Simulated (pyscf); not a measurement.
H₃C–CH₂–O–SiH₃ + HO–SiH₃ → H₃C–CH₂–O–SiH₂–O–SiH₃ + H₂ (four-centre exchange; singlet surface; H–Si, H–O broken, O–Si, H–H formed). Optimised with ωB97X-D3(BJ)/def2-SVP in PySCF. Energies in kcal/mol from the separated reactants.

```json
[
 {"level": "PBE/def2-TZVP", "barrier": "28.6", "reaction energy": "-22.3"},
 {"level": "r²SCAN/def2-TZVP", "barrier": "28.7", "reaction energy": "-26.6"},
 {"level": "B3LYP-D3(BJ)/def2-TZVP", "barrier": "31.2", "reaction energy": "-27.1"},
 {"level": "PBE0-D3(BJ)/def2-TZVP", "barrier": "29.1", "reaction energy": "-24.8"},
 {"level": "M06-2X/def2-TZVP", "barrier": "___", "reaction energy": "___"},
 {"level": "ωB97M-D3(BJ)/def2-TZVP", "barrier": "___", "reaction energy": "-26.1"}
]
```

What belongs in the gaps?


- M06-2X/def2-TZVP, barrier: 31.4
- M06-2X/def2-TZVP, reaction energy: -29.3
- ωB97M-D3(BJ)/def2-TZVP, barrier: 31.5

The functionals in the table span 2.9 kcal/mol in this barrier, from PBE to ωB97M-D3(BJ)/def2-TZVP. H₃C–CH₂–O–SiH₃ lies 18.1 kcal/mol over its isomer H₃C–CH₂–SiH₂–OH (electronic energy, ωB97M-D3(BJ)/def2-TZVP). One saddle was located; it need not be the lowest between these sides.
